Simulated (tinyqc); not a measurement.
Starting guesses with plain Roothaan steps: SCF starting guesses in the sto-3g basis, for H2O, spin multiplicity 1. Computed by the program tinyqc with PySCF. RHF with one setting changed at a time; a run stops when the energy changes by less than 1e-09 hartree and the error matrix is below 1e-5. Starts: the lowest orbitals of the core Hamiltonian, of the Wolfsberg-Helmholz matrix (K = 1.75), projected atomic densities, random orbitals, and the highest orbitals of the core Hamiltonian (a deliberately bad start).

Geometry (angstrom):

| atom | x | y | z |
|---|---|---|---|
| O | 0.0000 | 0.0000 | 0.0000 |
| H | 0.0000 | 0.6900 | 0.6120 |
| H | 0.0000 | -0.6900 | 0.6120 |

lowest restricted solution found by these runs and by PySCF = -74.953402 hartree

Largest element of the error matrix X^T (FDS - SDF) X:

| iteration | core | Wolfsberg-Helmholz | atomic densities | random | highest core orbitals |
|---|---|---|---|---|---|
| 1 | 7.1e-01 | 3.9e-01 | 1.5e+00 | 1.5e+01 | 4.2e-01 |
| 2 | 9.1e-02 | 1.1e-01 | 1.9e-01 | 6.5e-01 | 7.2e-01 |
| 3 | 2.2e-02 | 3.5e-02 | 2.0e-02 | 7.4e-02 | 5.8e-02 |
| 4 | 7.3e-03 | 1.2e-02 | 3.3e-03 | 2.2e-02 | 8.0e-03 |
| 5 | 2.6e-03 | 4.1e-03 | 8.0e-04 | 7.0e-03 | 3.0e-03 |
| 6 | 1.0e-03 | 1.5e-03 | 2.3e-04 | 3.3e-03 | 1.1e-03 |
| 8 | 1.6e-04 | 2.4e-04 | 2.9e-05 | 7.5e-04 | 1.8e-04 |
| 10 | 2.8e-05 | 4.1e-05 | 4.6e-06 | 1.7e-04 | 3.1e-05 |
| 14 | - | - | - | 8.7e-06 | - |

How each run ends:

| run | iterations | E (hartree) | state |
|---|---|---|---|
| core | 12 | -74.953402 | lowest found |
| Wolfsberg-Helmholz | 12 | -74.953402 | lowest found |
| atomic densities | 10 | -74.953402 | lowest found |
| random | 14 | -74.953402 | lowest found |
| highest core orbitals | 12 | -74.953402 | lowest found |

What does the comparison show, and why?

5 of 5 runs reach the lowest restricted solution found, in 10 to 14 iterations (fastest: atomic densities). The first errors are 7e-01, 4e-01, 2e+00, 2e+01, 4e-01.
